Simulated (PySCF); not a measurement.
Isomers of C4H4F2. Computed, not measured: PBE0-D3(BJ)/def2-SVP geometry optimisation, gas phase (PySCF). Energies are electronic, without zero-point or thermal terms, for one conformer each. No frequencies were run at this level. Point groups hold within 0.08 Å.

Question: Rank from lowest to highest electronic energy at this level (kcal/mol).
A. `[CH:1]#[C:2][CH2:3][CH:4]([F:5])[F:6]` with C2–C3–C4–F5 178°
B. `CC1=CC1(F)F`
C. `[F:1][CH2:2][C:3]1=[C:4]([F:5])[CH2:6]1` with F1–C2–C3–C4 -2°
D. `F/C=C1\C[C@@H]1F`
E. `[CH2:1]=[C:2]=[CH:3][CH:4]([F:5])[F:6]` with C2–C3–C4–F5 -123°
F. `C1[C@@](C)(F)C=1F`
G. `[F:1][CH:2]([F:3])[C:4]1=[CH:5][CH2:6]1` with F1–C2–C4–C5 125°

Answer: E (0.0), A (3.6), B (4.7), D (10.4), F (18.0), G (18.4), C (28.4).

As drawn, the lowest has cumulated double bonds and two fluorines on one carbon, which the highest lacks; the highest has a three-membered ring, which the lowest lacks. Neighbours under 2.5 kcal/mol apart (C#CCC(F)F and CC1=CC1(F)F; C[C@@]1(F)C=C1F and FC(F)C1=CC1) can change places with a better method, another conformer or zero-point energy.

```tsv
SMILES	E (Eh)	E rel (kcal/mol)	dipole (D)	point group	A, B, C (MHz)
C=C=CC(F)F	-353.81240	0.0	2.44	Cs	8572, 1900, 1683
C#CCC(F)F	-353.80665	3.6	1.66	C1	8790, 2094, 1785
CC1=CC1(F)F	-353.80487	4.7	3.09	Cs	6052, 2709, 2591
F/C=C1\C[C@@H]1F	-353.79582	10.4	1.25	C1	9455, 1966, 1751
C[C@@]1(F)C=C1F	-353.78364	18.0	1.94	C1	5915, 2673, 2506
FC(F)C1=CC1	-353.78313	18.4	1.83	C1	7109, 2651, 2077
FCC1=C(F)C1	-353.76720	28.4	2.13	Cs	6469, 2301, 1736
```
